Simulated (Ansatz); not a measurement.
**NH3 (singlet): from Hartree-Fock to the top rungs, cc-pVTZ**

One table from this session's results is given with a row withheld; the runs are named, their logs left out.

The runs use Ansatz 0.2.0, Gaussian basis; cc-pVTZ, core rule «outside noble gas», up to 1 orbitals frozen.

The runs, in order: UHF; CCSD(T) on RHF; BCCD(T) on RHF; CISD; CCSDT(Q) on RHF; CCSDTQ on RHF; CASSCF and MRCISD+Q, 8 electrons in 7 orbitals; CASSCF and NEVPT2, 8 electrons in 7 orbitals.

10 further runs of the same task are left out: 1 that didn't finish, 9 set aside as unsound or not needed.

**The geometry**

The geometry is an MP2(full)/6-31G* stationary point (not a proven minimum).

4 atoms, charge 0, spin multiplicity 1.

Atoms are counted from 1 here; the program's logs count them from 0.

Bond lengths: N1–H2 1.017 Å, N1–H3 1.017 Å, N1–H4 1.017 Å. Angles: H2–N1–H3 106.3°, H2–N1–H4 106.3°, H3–N1–H4 106.3°.

Geometry (Å):

```xyz
4
charge 0, multiplicity 1
N     0.0000    0.0000    0.0689
H     0.0000    0.9397   -0.3194
H     0.8138   -0.4699   -0.3194
H    -0.8138   -0.4699   -0.3194
```

The first run:

The input, in.yaml:

```yaml
crystal:
  periodic: [false, false, false]
  atoms:
    - {symbol: N, position_ang: [0.000000, 0.000000, 0.068943]}
    - {symbol: H, position_ang: [0.000000, 0.939731, -0.319354]}
    - {symbol: H, position_ang: [0.813831, -0.469865, -0.319354]}
    - {symbol: H, position_ang: [-0.813831, -0.469866, -0.319353]}
basis:
  gaussian: {orbitals: cc-pVTZ}
magnetization: {spin_polarized: true, initial_magnetization: 0}
hamiltonian: {xc: hf}
output: {orbitals: {seedname: orbitals}}
```

Launch:

```
$ ansatz run in.yaml --threads 1 --pin off --events-out ev --progress --plain --max-ram 3020MiB --backend cpu
```

Steps of the session up to this table: UHF; CCSD(T) on RHF; BCCD(T) on RHF; CISD; CCSDT(Q) on RHF; CCSDTQ on RHF; CASSCF and MRCISD+Q, 8 electrons in 7 orbitals; CASSCF and NEVPT2, 8 electrons in 7 orbitals.

One of the session's tables, all rows but one given; the rest of the session is left out.

```
          method  from RCCSDTQ (kJ/mol)
             RHF                 +672.5
            RMP2                  +54.5
            CISD                  +50.1
           RCCSD                  +21.5
        RCCSD(T)                   +1.3
         BCCD(T)                   +1.2
          RCCSDT                   +0.8
       RCCSDT(Q)                    0.0
         RCCSDTQ                      0
  CASSCF valence                 +475.8
  NEVPT2 valence                  +88.6
  MRCISD valence                  +23.2
MRCISD+Q valence                      ?
```

Estimate the missing values for MRCISD+Q valence.

**Answer.** from RCCSDTQ (kJ/mol): +2.1. In the column «from RCCSDTQ (kJ/mol)» it lies between RCCSD(T) (+1.3) and RCCSD (+21.5).
